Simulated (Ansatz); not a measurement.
# Structure relaxation of RbP2

These are results of Ansatz 0.2.0, DFT PBE, scalar-relativistic, plane waves, PAW, not measurements. Cutoff 420 eV, Γ-centred k mesh, Gaussian smearing, no spin polarisation in the final step.

A relaxed cell is given with its space group left out.

```yaml
crystal:
  lattice:
    - [0.00000, 3.57844, 3.57844]
    - [3.57844, 0.00000, 3.57844]
    - [3.57844, 3.57844, 0.00000]
  atoms:
    - { symbol: Rb, position: [0.00000, 0.00000, 0.00000] }
    - { symbol: P, position: [0.25000, 0.25000, 0.25000] }
    - { symbol: P, position: [0.75000, 0.75000, 0.75000] }
```

Formation energies are uncorrected and refer to the elements' standard structures at the same level.

Q: What space group does it have?

A: Fm-3m (No. 225). Conventional cell: a = 7.157 Å. Rb is coordinated by 8 P at 3.10 Å; P has 4 Rb at 3.10 Å and 6 P at 3.58 Å.

Q: What is its formation energy per atom?

A: 1.31 eV/atom.

Q: Is it a metal?

A: Yes, bands cross the Fermi level on the 12×12×12 mesh.

The final run used a 12×12×12 mesh on its 3-atom cell and 0.10 eV smearing. The k mesh leaves about 4 meV/atom of noise in metals. The cell came from a trial start, so RbP2 may not exist in this structure.

Cost: 3 runs of about 0.51 core-minutes in all, on Arm Neoverse V1 (shared hosts).